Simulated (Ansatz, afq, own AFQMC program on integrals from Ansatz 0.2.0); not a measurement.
**Atomization energy of SiNH5, singlet**

```tsv
atom	x (Å)	y (Å)	z (Å)
Si	-0.0113	0.0000	0.5726
N	0.0538	0.0000	-1.1465
H	0.6843	-1.2207	1.0558
H	0.6843	1.2207	1.0558
H	-1.3785	0.0000	1.1752
H	-0.2111	-0.8283	-1.6548
H	-0.2111	0.8283	-1.6548
```

Atoms in their ground-state spins without spin–orbit coupling (mostly on UHF) minus the molecule (RHF), without zero-point energy. The geometry is a stationary point, not shown to be a minimum.

Basis cc-pVDZ. Noble-gas cores (and the filled d shells of Ga–Kr and In–Xe) are frozen. AFQMC by an in-house program on the Cholesky factors that Ansatz 0.2.0 writes for its CCSD(T) run. ph-AFQMC/CISD is guided by a CISD state made of CCSD amplitudes; releasing the constraint for a short imaginary time cuts its bias at the price of noise, slowly where states lie close. Error bars are statistical, one sigma. The errors of all members are added in quadrature.

No full CI on the walks' own integrals is used here. The released AFQMC energy serves as the reference, which it does only where one determinant dominates, the energy is flat over the last release times and near the phaseless one (40 meV or 2 meV an electron, half that with transition metals). On small molecules, where full CI could be run and the noise was under 10 meV, such values lay within 10 meV of it in 19 cases of 20, a flattering rate, since the rule was set on those same cases; what remains of the bias isn't in the error bar. Each member takes its own surest rung, up to full CI.

The best estimate is CCSD(T) at the basis-set limit (CBS: def2-TZVPP and def2-QZVPP, with their diffuse functions for anions and beside diffuse sets, CCSD(T) itself extrapolated) plus the step from CCSD(T) to AFQMC with the constraint released in cc-pVDZ. Rows without CBS are in cc-pVDZ, the functionals in def2-TZVP; B2PLYP and the wave-function rows carry a basis error of their own. Core correlation and relativity beyond core potentials are missing, and ± holds the sampling alone.

Cautions: SiNH₅ (singlet): the released value is read at 2.40 1/Eh with a noise of 20 meV, more than in the cases checked (meV from the phaseless value at times in 1/Eh: 3 ± 11 at 0.24, 4 ± 9 at 0.51, 28 ± 12 at 0.99, 0 ± 19 at 1.62, 9 ± 20 at 2.40); other spins of the molecule weren't checked.

Best estimate: 519.3 ± 0.5 kcal/mol.

```json
{"level": "HF", "atomization energy (kcal/mol)": "356.4", "error against the best estimate (kcal/mol)": "-163.0 ± 0.5"}
{"level": "MP2", "atomization energy (kcal/mol)": "460.7", "error against the best estimate (kcal/mol)": "-58.6 ± 0.5"}
{"level": "CCSD", "atomization energy (kcal/mol)": "460.6", "error against the best estimate (kcal/mol)": "-58.7 ± 0.5"}
{"level": "CCSD(T)", "atomization energy (kcal/mol)": "463.9", "error against the best estimate (kcal/mol)": "-55.5 ± 0.5"}
{"level": "ph-AFQMC/CISD", "atomization energy (kcal/mol)": "464.6 ± 0.3", "error against the best estimate (kcal/mol)": "-54.7 ± 0.6"}
{"level": "released AFQMC", "atomization energy (kcal/mol)": "464.4 ± 0.5", "error against the best estimate (kcal/mol)": "-55.0"}
{"level": "HF/CBS", "atomization energy (kcal/mol)": "376.7", "error against the best estimate (kcal/mol)": "-142.7 ± 0.5"}
{"level": "MP2/CBS", "atomization energy (kcal/mol)": "516.8", "error against the best estimate (kcal/mol)": "-2.5 ± 0.5"}
{"level": "CCSD(T)/CBS", "atomization energy (kcal/mol)": "518.8", "error against the best estimate (kcal/mol)": "-0.5 ± 0.5"}
{"level": "PBE", "atomization energy (kcal/mol)": "511.9", "error against the best estimate (kcal/mol)": "-7.4 ± 0.5"}
{"level": "r2SCAN", "atomization energy (kcal/mol)": "511.4", "error against the best estimate (kcal/mol)": "-8.0 ± 0.5"}
{"level": "PBE0", "atomization energy (kcal/mol)": "507.2", "error against the best estimate (kcal/mol)": "-12.1 ± 0.5"}
{"level": "B3LYP", "atomization energy (kcal/mol)": "515.7", "error against the best estimate (kcal/mol)": "-3.7 ± 0.5"}
{"level": "wB97M-V", "atomization energy (kcal/mol)": "518.0", "error against the best estimate (kcal/mol)": "-1.3 ± 0.5"}
{"level": "B2PLYP", "atomization energy (kcal/mol)": "508.7", "error against the best estimate (kcal/mol)": "-10.6 ± 0.5"}
```

Correlation beyond CCSD(T) changes it by less than twice the noise. Going to the basis-set limit adds 55.0 kcal/mol at CCSD(T). The perturbative (T) step is worth +3.2 kcal/mol. The functionals spread over 10.8 kcal/mol; wB97M-V comes nearest and PBE0 is 12.1 kcal/mol too low.

Best estimates are given only where the step beyond CCSD(T) is under 0.3 eV and no member's determinant is very poor (T1 over 0.05, or 0.07 for open shells, ⟨S²⟩ too high by 0.3, two states mixed), so the hardest cases are missing from such tables.

The functionals ran in a triple-zeta set and keep a basis error of their own, a few kJ/mol for each bond in atomization energies and more for double hybrids, so close places among them and the extrapolated levels can swap.

Each member of a difference takes its own highest rung, so a best estimate needn't equal the limit plus the step of one row. A walk keeps the symmetry of its determinant, which the program's search chose and which needn't be the lowest solution, so a lower state of the same spin and another symmetry isn't excluded. Released energies are given only where the last usable release times agree within the noise; a slower fall can still hide under it.
